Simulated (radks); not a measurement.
**P²⁺ in [Ne] 3s1.75 3p1 4p0.25: an all-electron calculation**

An exercise on one series of results from a longer session: the logs are not shown, and one member is left open.

The numbers are computed with radks (a radial shooting solver on a logarithmic mesh, Libxc functionals) version 1 (scalar-relativistic Kohn-Sham, r2SCAN, spin-polarised, spherical densities, finite nucleus; open shells are filled with parallel spins first), except any that are marked as measured or tabulated.

## Starting point

```
element            : phosphorus (Z = 15)
charge             : +2
electrons          : 13
configuration      : [Ne] 3s1.75 3p1 4p0.25
nuclear rms radius : 3.1889 fm
```

Set-up of the first run:

Settings of this run:

```text
Z 15
configuration [Ne] 3s1.75 3p1 4p0.25
relativity scalar-relativistic
functional r2scan,r2scan
spin polarised
nucleus finite rms 3.1889 fm
c 137.035999084
```

Run with:

```sh
$ python run_ks.py task.json out
```

All runs below come from this command, one after another.

One of the session's tables, all rows but one given; the rest of the session is left out.

It belongs to the step «Shells». Sizes of the orbitals, from the radial functions (bohr):

```
  level     <r>  outermost maximum (interpolated)  90 % within  nodes
  1s up  0.1036                            0.0677        0.185      0
1s down  0.1036                            0.0677        0.185      0
  2s up  0.5168                             0.418        0.811      1
2s down  0.5168                             0.418        0.811      1
  2p up  0.4832                             0.354        0.806      0
2p down  0.4830                             0.354        0.806      0
  3s up   1.730                              1.51         2.56      2
3s down       ?                                 ?            ?      ?
  3p up   1.931                              1.66         2.91      1
3p down   1.942                              1.66         2.93      1
  4p up   5.069                              4.72         7.20      2
```

Estimate the missing values for 3s down.

The run gave: <r>: 1.745; outermost maximum (interpolated): 1.51; 90 % within: 2.60; nodes: 2. In the column «<r>» it lies between 3s up (1.730) and 3p up (1.931).
